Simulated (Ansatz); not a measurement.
# BClH2: the cost of one run

Computed with the Python package of Ansatz 0.2.0. Level of theory: B3LYP/6-31G.

**1. The structure**

Bond lengths: B1–Cl2 1.783 Å, B1–H3 1.223 Å, B1–H4 1.231 Å. Angles: Cl2–B1–H3 124.3°, Cl2–B1–H4 118.1°, H3–B1–H4 117.5°.

The script holds or builds the structure itself.

**2. Script**

The input, bclh2.py:

```python
"""Molecular dynamics of one BClH2 molecule."""

import ansatz
import numpy as np

bclh2 = (
    ansatz.Crystal.molecule()
    .atom("B", (-0.104, -0.0078, -0.0595))
    .atom("Cl", (1.4417, -0.3917, 0.7414))
    .atom("H", (-1.1714, -0.5398, 0.2112))
    .atom("H", (-0.1108, 0.879, -0.9134))
)

job = bclh2.calculation()
job = job.basis(gaussian="6-31G")
job = job.functional("B3LYP")
symbols = [site.symbol for site in bclh2.cartesian_sites]
start = np.array([site.position_ang for site in bclh2.cartesian_sites], dtype=float)
report = job.relax(force_tolerance=0.02, max_steps=100).run(threads=1).report
end = np.array(report["positions_ang"])
minimum = ansatz.Crystal.molecule()
for symbol, place in zip(symbols, end):
    minimum = minimum.atom(symbol, place.tolist())

# dynamics from the relaxed geometry
job = (
    minimum.calculation()
    .basis(gaussian="6-31G")
    .functional("B3LYP")
    .md("nvt_nose_hoover", timestep=0.5, steps=40, temperature=500, initial_velocities="maxwell_boltzmann", seed=65, thermostat_time=50)
)
frames = []
done = job.session().plan().execute(on_event=lambda e: frames.append(e["data"]) if e["event"] == "md_step" else None)
print("t (fs)   E_pot (eV)      E_kin (eV)   T (K)   d(0-1) (A)")
for f in frames[::2]:
    xyz = np.array(f["positions_ang"])
    print(f"{f['time_fs']:6.2f} {f['lagrangian_ev']:14.5f} {f['e_kin_ev']:10.5f} {f['temperature_k']:8.1f} {np.linalg.norm(xyz[0] - xyz[1]):9.4f}")
kept = np.array([f["conserved_ev"] for f in frames])
print(f"conserved energy moves by at most {1000 * np.ptp(kept):.3f} meV")
```

**3. What the engine is handed**

The engine receives this input (first run):

```yaml
crystal:
  periodic: [false, false, false]
  atoms:
    - { symbol: B, position_ang: [-0.104, -0.0078, -0.0595] }
    - { symbol: Cl, position_ang: [1.4417, -0.3917, 0.7414] }
    - { symbol: H, position_ang: [-1.1714, -0.5398, 0.2112] }
    - { symbol: H, position_ang: [-0.1108, 0.879, -0.9134] }
basis:
  gaussian:
    orbitals: "6-31G"
hamiltonian:
  xc: b3lyp
relax:
  f_tol: 0.02
  max_steps: 100
```

**4. Running it**

Started as:

```sh
> python bclh2.py
```

**Question.** How long does this script take on 1 thread of Arm Neoverse V1, shared host, and how much memory does it need?

About 26 s, with a peak of 0.17 GiB.
